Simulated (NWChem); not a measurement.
System: propane (C3H8); SMILES CCC

Computed with NWChem. Structure relaxed at the PBE0/def2-SVP level.

For level PBE/def2-TZVPD:

```yaml
highest occupied level (eV): -7.67
orbital gap (eV): 7.53
```

Problem. Estimate the same quantities for level Hartree-Fock/def2-TZVPD.

Solution. 
| Property | Value |
|---|---|
| highest occupied level (eV) | -12.61 |
| orbital gap (eV) | 14.76 |
